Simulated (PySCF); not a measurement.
**From a log to its input**

A PySCF 2.14 run on the atoms Na 0 0 0; O 0 0 1.821 (angstrom) printed this (some set-up lines and the per-cycle HOMO/LUMO lines with their warnings removed):

```
PySCF version 2.14.0


nuclear repulsion = 25.5725395721911
number of shells = 18
number of NR pGTOs = 86
number of NR cGTOs = 40
basis = 6-31+g*
ecp = {}

******** <class 'pyscf.df.df_jk.DFUHF'> ********
method = DFUHF
initial guess = minao
damping factor = 0
level_shift factor = 0
DIIS = <class 'pyscf.scf.diis.CDIIS'>
SCF conv_tol = 1e-09
SCF max_cycles = 50
number electrons alpha = 10  beta = 9
******** <class 'pyscf.df.df.DF'> ********
auxbasis = def2-universal-jkfit
init E= -236.195299816364

cycle= 1 E= -236.606220291804  delta_E= -0.411  |g|= 0.281  |ddm|= 0.818
cycle= 2 E= -236.635430659736  delta_E= -0.0292  |g|= 0.163  |ddm|= 0.282
cycle= 3 E= -236.646104234527  delta_E= -0.0107  |g|= 0.0231  |ddm|=  0.1
cycle= 4 E= -236.646772773585  delta_E= -0.000669  |g|= 0.00984  |ddm|= 0.0323
cycle= 5 E= -236.646973159706  delta_E= -0.0002  |g|= 0.00412  |ddm|= 0.0204
cycle= 6 E= -236.647018851473  delta_E= -4.57e-05  |g|= 0.00176  |ddm|= 0.0107
cycle= 7 E= -236.64702843596  delta_E= -9.58e-06  |g|= 0.000373  |ddm|= 0.0058
cycle= 8 E= -236.647028816779  delta_E= -3.81e-07  |g|= 5.21e-05  |ddm|= 0.00132
cycle= 9 E= -236.647028820314  delta_E= -3.54e-09  |g|= 1.91e-05  |ddm|= 0.000102
cycle= 10 E= -236.647028820861  delta_E= -5.47e-10  |g|= 5.53e-06  |ddm|= 3.14e-05
Extra cycle  E= -236.64702882089  delta_E= -2.89e-11  |g|= 3.01e-06  |ddm|= 4.87e-06
converged SCF energy = -236.64702882089  <S^2> = 0.76131865  2S+1 = 2.0112868

******** <class 'pyscf.cc.dfuccsd.UCCSD'> ********
CC2 = 0
CCSD nocc = (np.int64(8), np.int64(7)), nmo = (38, 38)
frozen orbitals 2
max_cycle = 50
direct = 0
conv_tol = 1e-07
conv_tol_normt = 1e-06
Init t2, MP2 energy = -0.157573577131024
Init E_corr(UCCSD) = -0.157573577137018
cycle = 1  E_corr(UCCSD) = -0.163004784232315  dE = -0.0054312071  norm(t1,t2) = 0.0664383
cycle = 2  E_corr(UCCSD) = -0.167289992664416  dE = -0.00428520843  norm(t1,t2) = 0.0203289
cycle = 3  E_corr(UCCSD) = -0.167552963870936  dE = -0.000262971207  norm(t1,t2) = 0.0154885
cycle = 4  E_corr(UCCSD) = -0.168857056601196  dE = -0.00130409273  norm(t1,t2) = 0.00825867
cycle = 5  E_corr(UCCSD) = -0.168936172504495  dE = -7.91159033e-05  norm(t1,t2) = 0.00318485
cycle = 6  E_corr(UCCSD) = -0.16888643857924  dE = 4.97339253e-05  norm(t1,t2) = 0.00190112
cycle = 7  E_corr(UCCSD) = -0.168899856506897  dE = -1.34179277e-05  norm(t1,t2) = 0.000793269
cycle = 8  E_corr(UCCSD) = -0.168919612338872  dE = -1.9755832e-05  norm(t1,t2) = 0.000420686
cycle = 9  E_corr(UCCSD) = -0.168937585031351  dE = -1.79726925e-05  norm(t1,t2) = 0.000235682
cycle = 10  E_corr(UCCSD) = -0.168936755980891  dE = 8.2905046e-07  norm(t1,t2) = 9.37549e-05
cycle = 11  E_corr(UCCSD) = -0.168936892675526  dE = -1.36694635e-07  norm(t1,t2) = 4.32264e-05
cycle = 12  E_corr(UCCSD) = -0.168936277557467  dE = 6.15118059e-07  norm(t1,t2) = 2.25629e-05
cycle = 13  E_corr(UCCSD) = -0.168936199362307  dE = 7.81951605e-08  norm(t1,t2) = 1.3366e-05
cycle = 14  E_corr(UCCSD) = -0.168936268275812  dE = -6.89135055e-08  norm(t1,t2) = 6.13468e-06
cycle = 15  E_corr(UCCSD) = -0.168936272987016  dE = -4.71120382e-09  norm(t1,t2) = 3.17718e-06
cycle = 16  E_corr(UCCSD) = -0.16893629032394  dE = -1.73369235e-08  norm(t1,t2) = 1.59047e-06
cycle = 17  E_corr(UCCSD) = -0.16893631287125  dE = -2.2547311e-08  norm(t1,t2) = 9.96309e-07
UCCSD converged
E(UCCSD) = -236.8159651337609  E_corr = -0.1689363128712505

******** <class 'pyscf.cc.eom_uccsd.EOMEESpinKeep'> ********
max_space = 20
max_cycle = 50
conv_tol = 1e-07
partition = None
EOM-CCSD root 0 E = 0.00202659453908157  qpwt = 0.970594  conv = True
EOM-CCSD root 1 E = 0.002026630711022499  qpwt = 0.970595  conv = True
EOM-CCSD root 2 E = 0.1260765843311684  qpwt = 0.932769  conv = True
EOM-CCSD root 3 E = 0.1260766742271183  qpwt = 0.93277  conv = True

******** <class 'pyscf.cc.eom_uccsd.EOMEESpinFlip'> ********
max_space = 20
max_cycle = 50
conv_tol = 1e-07
partition = None
EOM-CCSD root 0 E = 0.1208033270725102  qpwt = 0.467885  conv = True
EOM-CCSD root 1 E = 0.1208033270725102  qpwt = 0.467885  conv = True
roots (eV) = [0.055 0.055 3.287 3.287 3.431 3.431]
Dipole moment(X, Y, Z, Debye):  0.00000,  0.00000, -7.78844
orbital energies (hartree): [array([-0.4907, -0.3876, -0.3876, -0.0137,  0.0158,  0.0158]), array([-0.98  , -0.3301, -0.3301, -0.0146,  0.0159,  0.0159])]
```

**Question.** Write the input that gave this log.

**Answer.** The input was:

```python
from pyscf import gto, scf, cc

mol = gto.M(
    atom='Na 0 0 0; O 0 0 1.821',
    basis='6-31+g*',
    charge=0,
    spin=1,
    verbose=4,
)
mf = scf.UHF(mol)
mf = mf.density_fit(auxbasis='def2-universal-jkfit')
mf.kernel()
mycc = cc.CCSD(mf, frozen=2)
mycc.kernel()
e = mycc.eeccsd(nroots=6)[0]
print('roots (eV) =', (e*27.211386).round(3))
mf.dip_moment()
print('orbital energies (hartree):', [e[max(0, n-3):n+3].round(4) for e, n in zip(mf.mo_energy, mol.nelec)])
```

The bond length is a typed value, not an optimised one. Spin-unrestricted EOM-EE roots include spin flips and other components of the reference, which can be negative or near zero. No search for the lowest solution was made.
